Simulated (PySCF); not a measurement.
CH, SMILES [CH] (connectivity only; charge and spin as stated), charge +1, multiplicity 1.

Geometry optimised at B3LYP-D3(BJ)/def2-TZVPD.

Two levels are set side by side: TDDFT-PBE/def2-TZVPD (PySCF) and TDDFT-ωB97X/def2-TZVPD (PySCF). Vertical, same geometry. The lowest singlet is HOMO→LUMO+1 101 % with PBE and HOMO→LUMO 101 % with the other functional; states are paired by order. Differences are taken from unrounded values.

```csv
quantity,TDDFT-ωB97X,TDDFT-PBE,TDDFT-PBE minus TDDFT-ωB97X
lowest singlet excitation (eV),2.89,2.84,-0.05
lowest triplet excitation (TDA) (eV),1.00,0.77,-0.23
first bright state (f over 0.05) (eV),12.92,12.20,-0.72
its oscillator strength,0.31,0.28,-0.04
```
